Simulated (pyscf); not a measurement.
A first-order saddle from PySCF, ωB97X-D3(BJ)/def2-SVP:

```
In
H 1 1.7184
O 1 2.1660 2 111.65
H 3 0.9666 1 117.93 2 -8.65
H 3 1.3344 4 113.48 1 -76.85
H 5 0.9757 3 152.80 4 119.18
As 1 2.5443 2 134.85 6 135.89
H 7 1.5190 1 90.09 2 144.15
H 7 1.5221 8 92.95 1 91.25
```
Charge 0, spin multiplicity 1.

Surface: singlet, charge 0. Lowest wavenumbers (cm⁻¹): 1218i, 69, 92, 213, 246.

### Question
What reaction is this the transition state of?

### Answer
H₂As–InH₂ + water (H₂O) <-> HO–InH–AsH₂ + hydrogen (H₂), a four-centre exchange read from left to right: H–In, H–O broken and In–O, H–H formed. At ωB97M-D3(BJ)/def2-TZVP it lies +57.8 kJ/mol from the left side and +75.5 kJ/mol from the right (each side as separated species at their lowest minima found). On the reactant side the descent ends in an adduct with a In–O contact, 57.3 kJ/mol under the separated species and 106.2 kJ/mol under the saddle at ωB97X-D3(BJ)/def2-TZVP. What is counted as formed (In–O) is already present as a longer contact in the reactant adduct; forming that adduct is a step of its own. At the saddle there is also a short H–In contact that neither side keeps. At ωB97X-D3(BJ) the barrier from the zero used here is 48.9 kJ/mol. One saddle was located; it need not be the lowest between these sides. Elements up to Kr have no core potential and no relativistic terms here. Elements past Kr carry the def2 core potentials, without spin-orbit coupling.
